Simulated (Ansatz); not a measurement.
# C3H4F2: a ladder of functionals and wavefunction methods

Aim: compute C3H4F2 with functionals from several rungs and with coupled cluster, and see how far each lands from CCSD(T) at the basis-set limit for the atomisation energy.

Program: Ansatz 0.2.0, Gaussian basis. Level of theory: functionals in def2-TZVPP, the program's frozen cores in correlated methods. These are calculated values, not measurements.

Plan: LDA (SPW92), PBE-D4, revPBE-D4, BLYP-D4, r2SCAN-D4, B97M-V, PBE0-D4, B3LYP-D4, r2SCANh-D4, r2SCAN0-D4, HSE06-D4, BHLYP-D4, CAM-B3LYP-D4, LC-ωPBE, ωB97X-V, ωB97M-V, B2PLYP, PBE-QIDH; CCSD(T)/def2-SVP; CCSD(T)/def2-TZVPP; MP2/def2-QZVPP; extrapolation to the limit; RPA on PBE.

### 1 The geometry

An earlier PBE0-D4 in a triple-zeta def2 set relaxation fixed the geometry.

SMILES `F/C=C\CF`, 9 atoms, charge 0, spin multiplicity 1.

Atoms are counted from 1 here; the program's logs count them from 0.

Bond lengths: F1–C2 1.336 Å, C2–C3 1.320 Å, C2–H6 1.084 Å, C3–C4 1.485 Å, C3–H7 1.084 Å, C4–F5 1.387 Å, C4–H8 1.095 Å, C4–H9 1.091 Å. Angles: F1–C2–C3 122.6°, F1–C2–H6 112.2°, C3–C2–H6 125.2°, C2–C3–C4 124.9°, C2–C3–H7 117.2°, C4–C3–H7 117.9°, C3–C4–F5 109.9°, C3–C4–H8 111.0°, C3–C4–H9 111.5°, F5–C4–H8 107.0°, F5–C4–H9 108.2°, H8–C4–H9 109.1°.

### 2 LDA

This LDA is Slater exchange with PW92 correlation.

Contents of in.yaml:

```yaml
crystal:
  periodic: [false, false, false]
  atoms:
    - {symbol: F, position_ang: [-1.771327, 0.696166, -0.764214]}
    - {symbol: C, position_ang: [-0.756827, -0.083772, -1.148784]}
    - {symbol: C, position_ang: [0.269876, -0.355359, -0.364290]}
    - {symbol: C, position_ang: [0.439527, 0.155223, 1.019396]}
    - {symbol: F, position_ang: [1.656575, 0.811370, 1.133742]}
    - {symbol: H, position_ang: [-0.888879, -0.458706, -2.156852]}
    - {symbol: H, position_ang: [1.042356, -1.001259, -0.765614]}
    - {symbol: H, position_ang: [0.449753, -0.666682, 1.742674]}
    - {symbol: H, position_ang: [-0.352552, 0.856817, 1.286942]}
basis:
  gaussian: {orbitals: def2-TZVPP}
hamiltonian: {xc: lda}
output: {orbitals: {seedname: orbitals}}
```

After this run come: PBE-D4 (GGA); revPBE-D4 (GGA); BLYP-D4 (GGA); r2SCAN-D4 (meta-GGA); B97M-V (meta-GGA); PBE0-D4 (hybrid); B3LYP-D4 (hybrid); r2SCANh-D4 (hybrid); r2SCAN0-D4 (hybrid); HSE06-D4 (hybrid); BHLYP-D4 (hybrid); CAM-B3LYP-D4 (range-separated); LC-ωPBE-D4 (range-separated); ωB97X-V (range-separated); ωB97M-V (range-separated); B2PLYP (double hybrid); PBE-QIDH (double hybrid); CCSD(T) in def2-SVP; CCSD(T) in def2-TZVPP; MP2 in def2-QZVPP; RPA on PBE orbitals.

**Question.** What will the summary of the whole plan be? Wanted: atomisation energy, CCSD(T)/CBS; farthest beyond LDA; mean size of error, GGA; mean size of error, meta-GGA; mean size of error, hybrid; mean size of error, range-separated; mean size of error, double hybrid; gap, smallest and largest; T1 diagnostic.

The runs gave:

| quantity | value |
| --- | --- |
| atomisation energy, CCSD(T)/CBS | 3657.2 kJ/mol |
| functionals within 18.3 kJ/mol (0.5 %) | B97M-V, B3LYP-D4, r2SCANh-D4, ωB97X-V, ωB97M-V, PBE-QIDH |
| farthest beyond LDA | BHLYP-D4 (-138.2 kJ/mol) |
| mean size of error, GGA | 60.7 kJ/mol |
| mean size of error, meta-GGA | 14.3 kJ/mol |
| mean size of error, hybrid | 47.5 kJ/mol |
| mean size of error, range-separated | 17.8 kJ/mol |
| mean size of error, double hybrid | 18.0 kJ/mol |
| gap, smallest and largest | 5.37 eV (LDA (SPW92)), 12.87 eV (LC-ωPBE) |
| T1 diagnostic | 0.0118 |
| triples share of the correlation energy | 3.5 % |

What this shows: LDA overbinds by 630.7 kJ/mol (17 %). PBE-D4 misses by +136.0 kJ/mol. Double hybrids carry the basis error of their MP2 part in triple zeta, and no dispersion term here, so their miss is partly the set-up's. The rungs meta-GGA, range-separated, double hybrid miss on average by less than the doubt on the reference (18.3 kJ/mol), so they tie. Misses under about 18.3 kJ/mol are within the doubt on the reference itself, which lacks core-valence correlation, relativity and higher excitations. Hartree-Fock recovers 72 % of the binding; the rest is correlation. CCSD(T) in def2-SVP is off by -158.6 kJ/mol, worse than the median functional, from the basis alone. Orbital gaps span 5.4 to 12.9 eV; exact exchange widens them.
